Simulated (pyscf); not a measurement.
Single points on ωB97X-D3(BJ)/def2-SVP structures (PySCF, gas phase).

F–SnH(Cl)–Cl -> hydrogen chloride (HCl) + F–Sn:–Cl [singlet]
Surface: singlet. Broken: Cl–Sn, H–Sn. Formed: Cl–H. Give ΔE‡ and ΔE from M06-2X/def2-TZVP, relative to the reactant's lowest minimum found.

ΔE‡ = 47.3 kcal/mol, ΔE = +12.7 kcal/mol. CCSD(T)/def2-TZVPP + ΔMP2(QZVPP) gives 45.4 kcal/mol and +8.8 kcal/mol. Zero-point energy shifts the barrier by -1.7 kcal/mol. It is a 1,1-elimination, with an imaginary mode of 1259i cm⁻¹. On the product side the descent ends in a complex (not fully relaxed), 6.0 kcal/mol under the separated species and 41.8 kcal/mol under the saddle at ωB97X-D3(BJ)/def2-TZVP. At ωB97X-D3(BJ)/def2-TZVP the barrier from the zero used here is 49.7 kcal/mol. One saddle was located; it need not be the lowest between these sides. The CCSD(T) − MP2 part came from Ansatz, without density fitting, on the same reference. The frozen core leaves the outer d or s,p core shells of the metals and heavy elements correlated in the MP2 and CC values, and def2-TZVPP describes them poorly, which can shift differences by a few kcal/mol. Elements past Kr carry the def2 core potentials, without spin-orbit coupling.
